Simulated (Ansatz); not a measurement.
**Relaxing Cd2O3**

Computed with DFT r2SCAN, scalar-relativistic, plane waves, PAW in Ansatz. Cutoff 500 eV, Γ-centred k mesh, Gaussian smearing, no spin polarisation in the final step.

The start puts Cd2O3 on the A-type sesquioxide structure type (P-3m1, No. 164), with Cd in place of La, at a guessed volume.

```
CELL_PARAMETERS angstrom
3.70984 0.00000 0.00000
-1.85492 3.21281 0.00000
0.00000 0.00000 5.77190
ATOMIC_POSITIONS crystal
Cd 0.33333 0.66667 0.24500
Cd 0.66667 0.33333 0.75500
O 0.00000 0.00000 0.00000
O 0.33333 0.66667 0.64500
O 0.66667 0.33333 0.35500
```

Cell and atoms relax at zero pressure; the relaxation can't lower the symmetry of the start. After a coarse first stage the cell is made exact in the group found at 0.06 Å.

Energies over the elements count from the elements' standard structures at the same level (O₂ as a molecule), with no empirical corrections.

Task: Which crystal results?

Result: It keeps P-3m1 (No. 164). The result has the A-type sesquioxide structure. Conventional cell: a = 3.514 Å, c = 5.959 Å. Around Cd lie 3 O at 2.17 Å and 4 O at 2.43–2.52 Å; O on Wyckoff site a (1 atom of the primitive cell) has 6 Cd at 2.43 Å and 6 O at 2.92 Å; O on Wyckoff site d (2 atoms of the primitive cell) is coordinated by 3 Cd at 2.17 Å.

```xyz
5
Lattice="3.5141 0.0000 0.0000 -1.7570 3.0433 0.0000 0.0000 0.0000 5.9594" Properties=species:S:1:pos:R:3 pbc="T T T"
Cd    0.0000    2.0288    1.3358
Cd    1.7570    1.0144    4.6237
O     0.0000    0.0000    0.0000
O     0.0000    2.0288    3.8597
O     1.7570    1.0144    2.0997
```

Task: What are its volume, energy, density and gap?

Result: The volume per atom is 12.75 Å³, the density is 7.11 g/cm³ and the energy over the elements is -0.49 eV/atom. The gap on the 12×12×6 mesh is 0 eV (a metal).

The final run used a 12×12×6 mesh on its 5-atom cell and 0.10 eV smearing. The k mesh leaves about 4 meV/atom of noise in metals. A structure relaxed within its symmetry needn't be a true minimum.